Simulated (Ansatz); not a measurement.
# N2H2+ (quartet): from Hartree-Fock to the top rungs, cc-pVTZ

An exercise on one series of results from a longer session: the logs are not shown, and one member is left open.

Program: Ansatz 0.2.0, Gaussian basis. Level of theory: cc-pVTZ, core rule «outside noble gas», up to 2 orbitals frozen. These are calculated values, not measurements.

The runs, in order: UHF; CCSD(T) on ROHF; CCSD(T) on UHF; BCCD(T) on ROHF; CCSDT(Q) on ROHF; CCSDT(Q) on UHF; CASSCF and MRCISD+Q, 11 electrons in 10 orbitals; CASSCF and NEVPT2, 11 electrons in 10 orbitals.

6 further runs of the same task are left out: 6 set aside as unsound or not needed. Runs told in other sessions of the task aren't counted.

## What is computed

The geometry is a PBE0/def2-TZVP stationary point (not a proven minimum) of the parent state, kept for this charge and spin.

4 atoms, charge 1, spin multiplicity 4.

Atoms are counted from 1 here; the program's logs count them from 0.

Bond lengths: N1–N2 1.256 Å, N1–H3 1.014 Å, N2–H4 1.014 Å. Angles: N2–N1–H3 120.6°, N1–N2–H4 120.6°.

The first run:

Contents of in.yaml:

```yaml
crystal:
  periodic: [false, false, false]
  atoms:
    - {symbol: N, position_ang: [0.000000, -0.168274, 0.605211]}
    - {symbol: N, position_ang: [0.000000, 0.168274, -0.605211]}
    - {symbol: H, position_ang: [0.000000, 0.533378, 1.336557]}
    - {symbol: H, position_ang: [0.000000, -0.533378, -1.336557]}
basis:
  gaussian: {orbitals: cc-pVTZ}
total_charge: 1
magnetization: {spin_polarized: true, initial_magnetization: 3}
hamiltonian: {xc: hf}
output: {orbitals: {seedname: orbitals}}
```

Launch:

```bash
$ ansatz run in.yaml --threads 1 --pin off --events-out ev --progress --plain --max-ram 2816MiB --backend cpu
```

Steps of the session up to this table: UHF; CCSD(T) on ROHF; CCSD(T) on UHF; BCCD(T) on ROHF; CCSDT(Q) on ROHF; CCSDT(Q) on UHF; CASSCF and MRCISD+Q, 11 electrons in 10 orbitals; CASSCF and NEVPT2, 11 electrons in 10 orbitals.

One of the session's tables, all rows but one given; the rest of the session is left out.

```
          method  from UCCSDT(Q) (kcal/mol)
            ROHF                    +221.93
             UHF                          ?
            RMP2                     +21.55
            UMP2                     +24.41
           RCCSD                      +7.70
           UCCSD                      +7.34
        RCCSD(T)                      +0.79
        UCCSD(T)                      +0.73
         BCCD(T)                      +0.79
          RCCSDT                      +0.40
          UCCSDT                      +0.29
       RCCSDT(Q)                      +0.08
       UCCSDT(Q)                          0
  CASSCF valence                    +165.52
  NEVPT2 valence                     +26.37
  MRCISD valence                     +11.53
MRCISD+Q valence                      +1.88
```

**Question.** Estimate the row for UHF.

As computed: from UCCSDT(Q) (kcal/mol): +211.67. In the column «from UCCSDT(Q) (kcal/mol)» it lies between CASSCF valence (+165.52) and ROHF (+221.93).

Limits of these values: Restricted and unrestricted rows rest on different reference determinants; a gap between their highest levels can come from leftover correlation error, from unlike frozen cores or from another state.
